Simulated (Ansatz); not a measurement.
A made-up structure of CH$_{6}$B$_{2}$, closed shell:

B1  (-0.647, 0.826, -1.230)
B2  (-0.235, 0.373, 0.289)
C3  (0.652, -0.839, 0.727)
H4  (-1.633, 0.415, -1.779)
H5  (-0.001, 1.625, -1.854)
H6  (1.041, 0.145, 0.800)
H7  (0.008, -1.528, 1.291)
H8  (1.132, -1.402, -0.074)
H9  (1.414, -0.519, 1.446)
(Å)

It is relaxed with PBE-D4/def2-SVP and then PBE0-D4/def2-TZVP (Ansatz 0.2.0). Atoms count as bonded within 1.22 times the sum of their covalent radii (H–H: 0.88 Å). The end point is not checked to be a true minimum.

(1) Does its bonding change? (Judge from chemistry; the calculation decides.)

Answers

(1) By the calculation: Yes. Formed: none; broken: C3–H6.

Where it ends: The first stage lowers the energy by 5.74 eV in 16 steps. It ends as CH₆B₂ ([BH2][BH][CH3]):
```
atom    x (Å)    y (Å)    z (Å)
  B1  -0.4964   0.7940  -1.1992
  B2   0.1172   0.3337   0.2487
  C3   0.7824  -1.0313   0.6231
  H4  -1.6410   0.5968  -1.5051
  H5   0.1622   1.3872  -2.0099
  H6   0.0209   1.1417   1.1436
  H7   0.1032  -1.5303   1.3292
  H8   0.9735  -1.7188  -0.2014
  H9   1.7082  -0.8772   1.1872
```

Labels in which every atom is bracketed show which atoms are joined, not bond orders.

For scale, one of the runs: PBE0-D4/def2-TZVP relaxation, 129 basis functions, launched by `ansatz run in.yaml --threads 2 --pin off --events-out ev --progress --plain --max-ram 4352MiB`. The run took about 7.5 s on 2 CPU threads of an Intel Xeon 6975P-C (shared host).
